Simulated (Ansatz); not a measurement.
Level of theory: PBE-D3(BJ)/def2-SVP // GFN2-xTB in Ansatz (a quantum-chemistry and plane-wave program). Isolated molecules, 0 K electronic values unless said otherwise. 

Reference species: C20 fullerene with 30 fused pentagon pairs (ring spiral 1 2 3 4 5 6 7 8 9 10 11 12) `C12=C3C4=C5C6=C3C3=C1C1=C7C2=C4C2=C7C4=C1C3=C6C4=C52` (neutral, multiplicity 1).

| Quantity | Result |
|---|---|
| HOMO | -4.57 eV |
| HOMO–LUMO gap | 0.53 eV |
| vertical ionisation energy (Delta-SCF) | 6.91 eV |

After one change: the HOMO falls by 1.31 eV; the HOMO–LUMO gap rises by 0.85 eV; the vertical ionisation energy (Delta-SCF) increases by 0.98 eV.

Q: Name the change that produced these shifts. The new species is one of these.
A. C32 fullerene with 15 fused pentagon pairs (ring spiral 1 2 3 5 7 9 10 12 14 16 17 18) `c12c3c4c5c1c1c6c2c2c3c3c7c8c9c%10c%11c%12c%13c%10c%10c9c3c4c%10c5c%13c1c%12c6c(c%118)c27`
B. C44 fullerene with 8 fused pentagon pairs (ring spiral 1 2 4 7 9 12 13 16 18 21 23 24)
C. C40 fullerene with 10 fused pentagon pairs (ring spiral 1 2 4 7 9 11 13 15 17 19 20 22)

A: A, C32 fullerene with 15 fused pentagon pairs (ring spiral 1 2 3 5 7 9 10 12 14 16 17 18) `c12c3c4c5c1c1c6c2c2c3c3c7c8c9c%10c%11c%12c%13c%10c%10c9c3c4c%10c5c%13c1c%12c6c(c%118)c27`
